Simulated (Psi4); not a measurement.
# CH3FO (SMILES OCF) at r2SCAN/aug-cc-pVDZ

What is the vertical ionisation energy of CH3FO at r2SCAN/aug-cc-pVDZ? 

The results are computed with Psi4 1.11.

## (1) The system as given

CH3FO has 6 atoms, charge 0, and is taken as a singlet. SMILES: `OCF`. Geometry: relaxed at PBE0-D4/def2-TZVP. This is one conformer, not always the lowest.

Bond lengths: O1–C2 1.370 Å, C2–F3 1.381 Å, O1–H4 0.962 Å, C2–H5 1.096 Å, C2–H6 1.091 Å. Angles: O1–C2–F3 111.1°, O1–C2–H5 112.9°, O1–C2–H6 107.4°, F3–C2–H5 106.3°, F3–C2–H6 107.8°, C2–O1–H4 109.3°, H5–C2–H6 111.3°.

## (2) Energy and gradient at r2SCAN/aug-cc-pVDZ

input.in reads:

```
memory 1.6 GB

molecule {
  0 1
  O
  C 1 1.369614
  F 2 1.381043 1 111.08707
  H 1 0.961772 2 109.27638 3 70.66928
  H 2 1.096284 1 112.94101 4 -48.61089
  H 2 1.09101 5 111.32554 3 -117.08973
  symmetry c1
}

set basis aug-cc-pVDZ
set puream true
set e_convergence 1e-09
set d_convergence 1e-08
set scf_type pk
set dft_radial_points 99
set dft_spherical_points 590

e, wfn = gradient("r2scan", return_wfn=True)
oeprop(wfn, "DIPOLE", "WIBERG_LOWDIN_INDICES", "QUADRUPOLE", title="R2SCAN")
print_variables()
```

Run with:

```bash
$ psi4 -n 1 input.in input.out
```

input.out:

```text
[...]
  Running in c1 symmetry.
[...]
  Nuclear repulsion =   79.440343126426114
[...]
  Multiplicity = 1
[...]
  Nalpha       = 13
  Nbeta        = 13
[...]
    Number of basis functions: 96
[...]
   @RKS iter   1:  -214.71069786269925   -2.42455e-01   6.93594e-03 DIIS/ADIIS
[...]
   @RKS iter  11:  -214.89758075842445   -7.21911e-12   5.10909e-09 DIIS
[...]
    Orbital Energies [Eh]
    ---------------------
    Doubly Occupied:
       1A    -24.503363     2A    -19.005734     3A    -10.175263
       4A     -1.172926     5A     -1.027268     6A     -0.664039
       7A     -0.529973     8A     -0.481821     9A     -0.469741
      10A     -0.381228    11A     -0.344544    12A     -0.311920
      13A     -0.287331
[...]
  @RKS Final Energy:  -214.89758075842445
   => Energetics <=
    Nuclear Repulsion Energy =             79.4403431264261144
    One-Electron Energy =                -453.4448507567365141
    Two-Electron Energy =                 184.6014360971407768
    DFT Exchange-Correlation Energy =     -25.4945092252548235
    Empirical Dispersion Energy =           0.0000000000000000
    VV10 Nonlocal Energy =                  0.0000000000000000
    Total Energy =                       -214.8975807584244535
[...]
  -Total Gradient:
     Atom            X                  Y                   Z
    ------   -----------------  -----------------  -----------------
       1       -0.004935233086    -0.001285583550     0.009443493427
       2        0.001001748627    -0.011397749664    -0.001763613264
       3       -0.000104760323     0.015083335003    -0.005712513971
       4        0.004381991827     0.001457490486     0.001225624212
       5        0.004189725952    -0.001950073148    -0.002114150013
       6       -0.004508897944    -0.001889575127    -0.001240421723
[...]
 Multipole Moments:
 ------------------------------------------------------------------------------------
     Multipole            Electronic (a.u.)      Nuclear  (a.u.)        Total (a.u.)
 ------------------------------------------------------------------------------------
 L = 1.  Multiply by 2.5417464519 to convert [e a0] to [Debye]
 Dipole X            :          0.2132870           -0.7329302           -0.5196431
 Dipole Y            :         -2.2668319            2.7408801            0.4740483
 Dipole Z            :          0.8178915           -0.8487107           -0.0308192
 Magnitude           :                                                    0.7040601
 L = 2.  Multiply by 1.3450342976 to convert [e a0^2] to [Debye ang]
 Quadrupole XX       :        -19.8727112            8.3592881          -11.5134232
 Quadrupole XY       :          0.3798910           -0.3421810            0.0377100
[...]
```

Wall time 45 s (1 thread of Intel Xeon Platinum 8488C (Sapphire Rapids), shared host); peak memory 0.89 GiB.

## (3) The doublet cation, same level

job.py reads:

```python
import psi4

psi4.set_memory(1600000000)
psi4.set_num_threads(1)
psi4.core.set_output_file('output.dat', False)

geom = psi4.geometry("""
1 2
O     -0.794000    -0.697200    -0.247400
C      0.250200     0.049000     0.230800
F     -0.094100     1.383200     0.323800
H     -0.928700    -0.495100    -1.178000
H      1.136800     0.004900    -0.412500
H      0.472100    -0.308800     1.237300
symmetry c1
no_reorient
no_com
""")

psi4.set_options({
    'basis': 'aug-cc-pVDZ',
    'reference': 'uks',
    'puream': True,
    'e_convergence': 1e-09,
    'd_convergence': 1e-08,
    'scf_type': 'pk',
    'dft_radial_points': 99,
    'dft_spherical_points': 590,
    'maxiter': 200,
})

result = psi4.gradient('r2scan')
print('gradient / Eh bohr^-1')
print(result.np.round(6))
for k, v in sorted(psi4.core.scalar_variables().items()):
    print(f'{k:45s} {v:18.10f}')
```

Run with:

```bash
$ python job.py
```

output.dat, shortened:

```text
[...]
  Running in c1 symmetry.
[...]
  Nuclear repulsion =   79.440325172787965
[...]
  Multiplicity = 2
[...]
  Nalpha       = 13
  Nbeta        = 12
[...]
    Number of basis functions: 96
[...]
   @UKS iter   1:  -214.29421872415264    1.74023e-01   6.49677e-03 ADIIS/DIIS
[...]
   @UKS iter  15:  -214.46556679633744   -8.81073e-13   3.77922e-09 DIIS
[...]
   @S^2 Observed:                7.548284286E-01
[...]
  @UKS Final Energy:  -214.46556679633744
   => Energetics <=
    Nuclear Repulsion Energy =             79.4403251727879649
    One-Electron Energy =                -445.0047477307177246
    Two-Electron Energy =                 176.1911084338172202
    DFT Exchange-Correlation Energy =     -25.0922526722248733
    Empirical Dispersion Energy =           0.0000000000000000
    VV10 Nonlocal Energy =                  0.0000000000000000
    Total Energy =                       -214.4655667963374412
[...]
 Multipole Moments:
 ------------------------------------------------------------------------------------
     Multipole            Electronic (a.u.)      Nuclear  (a.u.)        Total (a.u.)
 ------------------------------------------------------------------------------------
 L = 1.  Multiply by 2.5417464519 to convert [e a0] to [Debye]
 Dipole X            :          9.6638357           -9.4817008            0.1821349
 Dipole Y            :        -12.3432883           12.0303745           -0.3129139
 Dipole Z            :         -4.1914557            3.7163354           -0.4751203
 Magnitude           :                                                    0.5973504
[...]
  -Total Gradient:
     Atom            X                  Y                   Z
    ------   -----------------  -----------------  -----------------
       1       -0.037283866422     0.013979496142    -0.001193626386
       2        0.058661888954    -0.026190357816    -0.033002818650
       3       -0.011899991580     0.015381958338     0.011740223837
       4        0.024926952602    -0.013393355940     0.021187868316
       5       -0.021884008107     0.008701420954     0.015549011596
       6       -0.012672036261     0.001403507758    -0.014259359389
[...]
```

The script printed:

```text
gradient / Eh bohr^-1
[[-0.037284  0.013979 -0.001194]
 [ 0.058662 -0.02619  -0.033003]
 [-0.0119    0.015382  0.01174 ]
 [ 0.024927 -0.013393  0.021188]
 [-0.021884  0.008701  0.015549]
 [-0.012672  0.001404 -0.014259]]
CURRENT ENERGY                                   -214.4655667963
CURRENT REFERENCE ENERGY                         -214.4655667963
DD SOLVATION ENERGY                                 0.0000000000
DFT FUNCTIONAL TOTAL ENERGY                      -214.4655667963
DFT TOTAL ENERGY                                 -214.4655667963
DFT VV10 ENERGY                                     0.0000000000
DFT XC ENERGY                                     -25.0922526722
GRID ELECTRONS ALPHA                               12.9999999775
GRID ELECTRONS BETA                                11.9999999479
GRID ELECTRONS TOTAL                               24.9999999254
NUCLEAR REPULSION ENERGY                           79.4403251728
ONE-ELECTRON ENERGY                              -445.0047477307
PCM POLARIZATION ENERGY                             0.0000000000
PE ENERGY                                           0.0000000000
SCF ITERATION ENERGY                             -214.4655667963
SCF ITERATIONS                                     15.0000000000
SCF TOTAL ENERGY                                 -214.4655667963
TWO-ELECTRON ENERGY                               176.1911084338
XC GRID RADIAL POINTS                              99.0000000000
XC GRID SPHERICAL POINTS                          590.0000000000
XC GRID TOTAL POINTS                           338528.0000000000
```

It took 1.7 min on 1 thread of Intel Xeon Platinum 8488C (Sapphire Rapids), shared host; peak memory 0.87 GiB.

## (4) Results

At r2SCAN/aug-cc-pVDZ:

| quantity | value |
| --- | --- |
| singlet CH3FO: total energy | -214.89758 Eh |
| singlet CH3FO: dipole moment | 1.79 D |
| singlet CH3FO: HOMO energy | -7.82 eV |
| singlet CH3FO: LUMO energy | -0.07 eV |
| singlet CH3FO: HOMO–LUMO gap | 7.75 eV |
| singlet CH3FO: largest force on an atom | 0.829 eV/Å |
| doublet cation: total energy | -214.46557 Eh |
| doublet cation: HOMO energy (highest over α and β) | -16.66 eV |
| doublet cation: LUMO energy (lowest over α and β) | -15.68 eV |
| doublet cation: ⟨S²⟩ | 0.755 |
| doublet cation: largest force on an atom | 3.714 eV/Å |
| vertical ionisation energy (to the doublet cation) | 11.756 eV |

What this shows: The vertical ionisation energy comes to 11.76 eV (1134 kJ/mol). The largest force (singlet CH3FO) is 0.83 eV/Å: the shape isn't a stationary point for this species at this level. −ε(HOMO) before ionisation, 7.82 eV, is 3.94 eV below this ionisation energy.
